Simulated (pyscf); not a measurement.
Elementary routes open to O=Ge: (SMILES [O]=[Ge]) [singlet] + HCl (SMILES Cl) in the gas phase (singlet surface):
A. O=GeH–Cl (SMILES [O]=[GeH][Cl]) (Cl–H broken; Cl–Ge, Ge–H formed)
B. HO–Ge:–Cl (SMILES [OH][Ge][Cl]) [singlet] (Cl–H broken; Cl–Ge, H–O formed)

Single points on ωB97X-D3(BJ)/def2-SVP structures (PySCF, gas phase). MP2 and CC: frozen core, UHF for open shells. ΔMP2 is the change of the MP2 total energy from the triple- to the quadruple-zeta basis.

Question: Rank the routes by free-energy barrier at 600 K, lowest first, for CCSD(T)/def2-TZVPP + ΔMP2(QZVPP) energies (ideal gas, 1 atm, RRHO with modes under 100 cm⁻¹ raised to 100, one conformer, R ln 2 for chiral ones without a mode under 150 cm⁻¹).

Answer: B (16.9 kcal/mol), A (58.2 kcal/mol)

Route B is the fastest of these, ahead of the next by 41.4 kcal/mol. The most stable products are those of B (ΔG = -22.6 kcal/mol), so kinetics and thermodynamics agree. At 1200 K B is still the fastest. B: On the reactant side the descent ends in a complex, 7.2 kcal/mol under the separated species and 2.4 kcal/mol under the saddle at ωB97X-D3(BJ)/def2-TZVP. Only these routes are compared; each barrier is that of the saddle found, and lower ones may exist. The CCSD(T) − MP2 part came from Ansatz, without density fitting, on the same reference. The frozen core leaves the outer d or s,p core shells of the metals and heavy elements correlated in the MP2 and CC values, and def2-TZVPP describes them poorly, which can shift differences by a few kcal/mol. Elements up to Kr have no core potential and no relativistic terms here.
